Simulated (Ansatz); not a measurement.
Geometry optimisation, RKS PBE0-D4/STO-3G in Ansatz.

Input:

```yaml
crystal:
  periodic: [false, false, false]
  atoms:
    - { symbol: B, position_ang: [0.0, 0.0, 0.0] }
    - { symbol: C, position_ang: [0.0, 0.0, 1.6] }
    - { symbol: H, position_ang: [-0.9996, -0.3092, 1.9705] }
    - { symbol: H, position_ang: [0.7676, -0.7111, 1.9705] }
    - { symbol: H, position_ang: [0.232, 1.0203, 1.9705] }
    - { symbol: H, position_ang: [1.0305, 0.0, -0.595] }
    - { symbol: F, position_ang: [-1.1431, 0.0, -0.66] }
basis:
  gaussian: { orbitals: STO-3G }
hamiltonian:
  xc: pbe0
  dispersion: d4
relax:
  f_tol: 0.02
  max_steps: 40
```

Run as:

```bash
$ ansatz run input.yaml --threads 1 --pin off --max-ram 2048MiB --backend cpu --events-out ev --progress --plain --runs-dir out
```

**Question.** Where does it end, and by what steps?

**Answer.** The run converged. The force dipped under the threshold on the way, but the program's further checks kept it going. Limits of this set-up: minimal basis. After 9 steps the energy has fallen by 0.047 eV; H6 moved furthest, 0.19 Å.

```tsv
step	energy less start (eV)	largest force component (eV/Å)	accepted
0	0.0000	0.633	yes
1	-0.0402	0.208	yes
2	-0.0427	0.144	yes
3	-0.0435	0.090	yes
4	-0.0465	0.025	yes
5	-0.0460	0.221	no
6	-0.0472	0.012	yes
7	-0.0473	0.075	yes
8	-0.0474	0.050	yes
9	-0.0474	0.001	yes
```

```xyz
7
Properties=species:S:1:pos:R:3
B -0.006 0.007 0.004
C -0.019 -0.005 1.583
H -1.009 -0.183 2.016
H 0.665 -0.777 1.958
H 0.357 0.952 1.968
H 1.003 0.183 -0.587
F -1.104 -0.177 -0.686
```

Whether the end is a true minimum wasn't checked by a vibrational analysis.

Run time: 10 s on 1 thread of Arm Neoverse V1, with other jobs on the host, peak memory 0.11 GiB.
